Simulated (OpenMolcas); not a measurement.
# HS− (SMILES [SH-]) at 6 levels

Wanted: a comparison of 6 runs (UHF/3-21G, B3LYP/3-21G, M06-2X/3-21G, SVWN5/3-21G, r2SCAN/3-21G, CCSD(T)/3-21G) of HS−. 

The results are computed with OpenMolcas 26.06.

## (1) The structure to begin with

HS− has 2 atoms, charge -1, and is taken as a singlet. SMILES: `[SH-]`. The S1–H2 distance was set to 2.019 Å, away from the relaxed value.

Bond lengths: S1–H2 2.019 Å.

## (2) A single-point energy at UHF/3-21G (run 1)

The input, job.inp:

```
* HS Hartree-Fock
>>> EXPORT MOLCAS_PRINT=2
&GATEWAY
BasLib=$CurrDir
Coord
2
angstrom
S        1.149442      -0.375814       0.591022
H       -0.574700       0.187900      -0.295500
Basis=3-21G
Group=NoSym
&SEWARD
&SCF
UHF
Charge=-1
Thresholds=1e-10 1e-07 1e-07 1e-05
Scramble=0.25
PrOrbitals=1 1
```

The basis set 3-21G is read from a file made from the Basis Set Exchange's data (not shown).

The run is started by

```
$ export MOLCAS_MEM=1860
$ pymolcas job.inp > job.log
```

Log:

```text
--- Start Module: gateway ---
[...]
--- Stop Module: gateway /rc=_RC_ALL_IS_WELL_ ---
--- Start Module: seward ---
[...]
      Basis functions           15
--- Stop Module: seward /rc=_RC_ALL_IS_WELL_ ---
--- Start Module: scf ---
[...]
       Convergence after  53 Iterations
[...]
::    Total SCF energy                               -396.0887624282
[...]
      Total spin, S                                     0.3373661240
[...]
      Total electronic charge=   18.000000
      Total            charge=   -1.000000
[...]
      Dipole Moment (debye):
      Origin of the operator (angstrom)=    1.0968   -0.3586    0.5639
                   X=  5.1249E-01               Y= -1.6756E-01               Z=  2.6352E-01           Total=  6.0014E-01
      Center of Charge (angstrom)
[...]
--- Stop Module: scf /rc=_RC_ALL_IS_WELL_ ---
[...]
```

Wall time 2.7 s (1 thread of Arm Neoverse V1, shared host); peak memory 0.37 GiB.

## (3) A single-point energy at B3LYP/3-21G (run 2)

The input, job.input:

```
* HS Kohn-Sham DFT
>>> EXPORT MOLCAS_PRINT=2

&GATEWAY
  BasLib=$CurrDir
  Coord
  2
  angstrom
  S        1.149442      -0.375814       0.591022
  H       -0.574700       0.187900      -0.295500
  Basis=3-21G
  Group=NoSym

&SEWARD
  GridInput
  Grid=UltraFine
  End of Grid

&SCF
  Charge=-1
  KSDFT=B3LYP
  Thresholds=1e-10 1e-07 1e-07 1e-05
  PrOrbitals=1 1
```

The basis set 3-21G is read from a file made from the Basis Set Exchange's data (not shown).

The run is started by

```
$ export MOLCAS_MEM=1860
$ pymolcas job.input > job.log
```

Log:

```text
--- Start Module: gateway ---
[...]
--- Stop Module: gateway /rc=_RC_ALL_IS_WELL_ ---
--- Start Module: seward ---
[...]
      Basis functions           15
--- Stop Module: seward /rc=_RC_ALL_IS_WELL_ ---
--- Start Module: scf ---
[...]
       Convergence after  14 Iterations
[...]
::    Total KS-DFT energy                            -396.7866629155
[...]
      Total spin, S                                     0.0000000000
[...]
      Total electronic charge=   18.000000
      Total            charge=   -1.000000
[...]
      Dipole Moment (debye):
      Origin of the operator (angstrom)=    1.0968   -0.3586    0.5639
                   X=  8.0853E-01               Y= -2.6435E-01               Z=  4.1573E-01           Total=  9.4681E-01
      Center of Charge (angstrom)
[...]
--- Stop Module: scf /rc=_RC_ALL_IS_WELL_ ---
[...]
```

Wall time 3.6 s (1 thread of Arm Neoverse V1, shared host); peak memory 0.37 GiB.

Runs 3 to 5 aren't shown in full; the table further down has their settings and results.

## (4) A single-point energy at CCSD(T)/3-21G (run 6)

The input, job.input:

```
&GATEWAY
  BASLIB=$CurrDir
  COORD
  2
  angstrom
  S        1.149442      -0.375814       0.591022
  H       -0.574700       0.187900      -0.295500
  BASIS=3-21G
  GROUP=NoSym

&SEWARD

&SCF
  CHARGE=-1
  THRESHOLDS=1e-10 1e-07 1e-07 1e-05
  PRORBITALS=1 1

&RASSCF
  FILEORB=$Project.ScfOrb
  SPIN=1
  NACTEL=0 0 0
  INACTIVE=9
  RAS2=0
  OUTORBITALS=Canonical
  ORBLISTING=Nothing

&MOTRA
  JOBIPH
  FROZEN=5

&CCSDT
  CCT
  TRIPLES=2
  ITERATIONS=80
  ACCURACY=1e-08
  EXTRAPOLATION=5 4
```

The basis set 3-21G is read from a file made from the Basis Set Exchange's data (not shown).

The run is started by

```
$ export MOLCAS_MEM=1860
$ pymolcas job.input > job.log
```

Log:

```text
--- Start Module: gateway ---
[...]
--- Stop Module: gateway /rc=_RC_ALL_IS_WELL_ ---
[...]
      Basis functions           15
[...]
       Convergence after  12 Iterations
[...]
::    Total SCF energy                               -396.0803884097
[...]
      Total spin, S                                     0.0000000000
[...]
      Number of active orbitals                  0
[...]
      Spin quantum number                      0.0
[...]
      Active orbitals                            0
[...]
      Number of CSFs                             1
[...]
      Number of root(s) required                 1
[...]
      Convergence after  4 iterations
[...]
      Natural orbitals and occupation numbers for root  1
      ************************************************************************************************************************
      *                                                    Final results                                                     *
      ************************************************************************************************************************
[...]
::    RASSCF root number  1 Total energy:   -396.08038841
[...]
      Total electronic charge=   18.000000
      Total            charge=   -1.000000
[...]
      Dipole Moment (debye):
      Origin of the operator (angstrom)=    1.0968   -0.3586    0.5639
                   X=  1.1258E+00               Y= -3.6810E-01               Z=  5.7889E-01           Total=  1.3184E+00
      Center of Charge (angstrom)
[...]
--- Start Module: motra ---
[...]
      *** WARNING: Default frozen orbitals is overwritten by user input.
      *** Default values:   5
[...]
--- Stop Module: motra /rc=_RC_ALL_IS_WELL_ ---
--- Start Module: ccsdt ---
[...]
      Convergence after                    15  Iterations
      Total energy (diff) :    -396.16344039      -0.00000000
[...]
 METHOD                       : CCSD+T(CCSD)+<T3(1)WT1> = CCSD(T)
[...]
       CCSD     =      -396.1634403870634
[...]
--- Stop Module: ccsdt /rc=_RC_ALL_IS_WELL_ ---
[...]
```

Wall time 2.4 s (1 thread of Arm Neoverse V1, shared host); peak memory 0.37 GiB.

## (5) Overview of the runs

| run | level | scramble | integration grid | energy (Eh) | HOMO energy (eV) | LUMO energy (eV) | HOMO–LUMO gap (eV) | wall time |
| --- | --- | --- | --- | --- | --- | --- | --- | --- |
| 1 | UHF/3-21G | 0.25 | – | -396.088762 | -1.79 | 9.05 | 10.84 | 2.7 s |
| 2 | B3LYP/3-21G | – | UltraFine | -396.786663 | 1.23 | 4.72 | 3.49 | 3.6 s |
| 3 | M06-2X/3-21G | – | UltraFine | -396.736864 | -0.25 | 5.85 | 6.10 | 3.9 s |
| 4 | SVWN5/3-21G | – | UltraFine | -395.382737 | 2.29 | 3.94 | 1.65 | 3.3 s |
| 5 | r2SCAN/3-21G | – | UltraFine | -396.716838 | 1.89 | 3.94 | 2.05 | 3.9 s |
| 6 | CCSD(T)/3-21G | – | – | -396.164852 | -2.31 | 8.43 | 10.74 | 2.4 s |

## (6) Summary of results

| quantity | value |
| --- | --- |
| run 6: total energy | -396.16485 Eh |
| run 6: HOMO energy (Hartree–Fock orbitals) | -2.31 eV |
| run 6: LUMO energy (Hartree–Fock orbitals) | 8.43 eV |
| run 6: HOMO–LUMO gap (to an unbound level, set by the basis) | 10.74 eV |
| run 6: correlation energy (5 core orbitals frozen) | -84.5 mEh |
| run 6: (T) correction | -1.41 mEh |

What this shows: Over runs 1, 2, 3, 4, 5 the HOMO–LUMO gap runs from 1.65 eV (SVWN5/3-21G) to 10.84 eV (UHF/3-21G). The empty levels of an anion lie above zero and hang on the basis. Totals of different functionals can't be ranked against each other. In runs 2, 4, 5 the HOMO lies above zero, so the outermost electron may be held by the basis alone. Spin contamination of the reference: run 1 ⟨S²⟩ = 0.45. All runs together took 20 s, the longest 3.9 s.
